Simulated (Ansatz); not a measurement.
## Ansatz (development build ahead of 0.2.0) run

```yaml
crystal:
  periodic: [false, false, false]
  atoms:
    - { symbol: F, position_ang: [0.0, 0.0, 2.4966] }
    - { symbol: P, position_ang: [0.0, 0.0, 0.0] }
    - { symbol: "N", position_ang: [2.5463, 0.0, 0.9268] }
basis:
  gaussian: { orbitals: STO-3G }
magnetization:
  initial_magnetization: 3
hamiltonian:
  xc: hf
```

The input is written out in the form of the current development build from the run's settings.

The run gave:

```json
{"Converged": "yes", "Total energy": "-488.33402 hartree", "Spin squared of the determinant": "3.750", "Stability test": "minimum among restricted orbitals"}
```

Caution: stretched shape with no unrestricted run beside it, a lower state can exist; other spin multiplicities may lie lower.
